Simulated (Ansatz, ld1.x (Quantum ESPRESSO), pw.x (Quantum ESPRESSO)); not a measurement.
## pw.x on sc Al: one setting changed

Potential: norm-conserving Troullier–Martins (Kleinman–Bylander form), ld1.x (Quantum ESPRESSO) 7.5, LDA (PW92); core [Ne], reference 3s1.5 3p0; waves: 3s (bound): rc 2.00 bohr; 3d channel at 0.4 Ry: rc 1.85 bohr; 3p (bound, empty): rc 1.75 bohr; local part: the p channel; core correction: Bessel-smoothed model core inside 0.82 bohr.

The reference run (k-mesh 12³, cutoffs 50/200 Ry, Fermi–Dirac 0.01 Ry, mixing_beta 0.4, conv_thr 1e-9, no spin) gives -0.30 GPa at 19.228 Å³/atom, where all-electron LAPW gives 0.27 GPa. This run, with its own iteration cap, changes k-mesh shift to 1.

```
&control
  calculation='scf', prefix='x', pseudo_dir='./', outdir='./tmp', tstress=.true., disk_io='none'
/
&system
  ibrav=0, nat=1, ntyp=1, ecutwfc=50, ecutrho=200, nbnd=8,
  occupations='smearing', smearing='fd', degauss=0.01
/
&electrons
  conv_thr=1e-09, mixing_beta=0.4, electron_maxstep=60
/
ATOMIC_SPECIES
Al 1.0 Al.UPF
CELL_PARAMETERS angstrom
  2.67903284 0.00000000 0.00000000
  0.00000000 2.67903284 0.00000000
  0.00000000 0.00000000 2.67903284
ATOMIC_POSITIONS crystal
Al 0.0000 0.0000 0.0000
K_POINTS automatic
12 12 12 1 1 1
```

```bash
pw.x < Al.scf.in > Al.scf.out
```

Task: How does the run end?

Result: It converges in 9 iterations; the free energy moves by -3.4 meV/atom and the pressure by +0.03 GPa.

```
Message from routine setup:
     using ibrav=0 with symmetry is DISCOURAGED, use correct ibrav instead
     lattice parameter (alat)  =       5.0626  a.u.
     unit-cell volume          =     129.7570 (a.u.)^3
     number of electrons       =         3.00
     number of Kohn-Sham states=            8
     kinetic-energy cutoff     =      50.0000  Ry
     charge density cutoff     =     200.0000  Ry
     scf convergence threshold =      1.0E-09
     Exchange-correlation= PW
     number of k points=    56  Fermi-Dirac smearing, width (Ry)=  0.0100
     iteration #  1     ecut=    50.00 Ry     beta= 0.40
     total energy              =     -20.44272573 Ry
     estimated scf accuracy    <       0.05980828 Ry
     iteration #  2     ecut=    50.00 Ry     beta= 0.40
     total energy              =     -20.43503800 Ry
     estimated scf accuracy    <       0.01763066 Ry
     iteration #  3     ecut=    50.00 Ry     beta= 0.40
     total energy              =     -20.43624609 Ry
     estimated scf accuracy    <       0.00003559 Ry
     [... 3 iterations left out ...]
     iteration #  7     ecut=    50.00 Ry     beta= 0.40
     total energy              =     -20.43625978 Ry
     estimated scf accuracy    <       0.00000032 Ry
     iteration #  8     ecut=    50.00 Ry     beta= 0.40
     total energy              =     -20.43625979 Ry
     estimated scf accuracy    <          4.2E-09 Ry
     iteration #  9     ecut=    50.00 Ry     beta= 0.40
     the Fermi energy is     5.8194 ev
!    total energy              =     -20.43625979 Ry
     estimated scf accuracy    <          1.2E-10 Ry
     smearing contrib. (-TS)   =      -0.00200498 Ry
     The total energy is F=E-TS. E is the sum of the following terms:
     one-electron contribution =       2.57113076 Ry
     hartree contribution      =       0.03129520 Ry
     xc contribution           =     -17.99273417 Ry
     ewald contribution        =      -5.04394661 Ry
     convergence has been achieved in   9 iterations
          total   stress  (Ry/bohr**3)                   (kbar)     P=       -2.73
     Message from routine punch:
     Nothing written, as per user request (disk_io='none')
```

The run took about 6 s on one core of a shared server CPU.
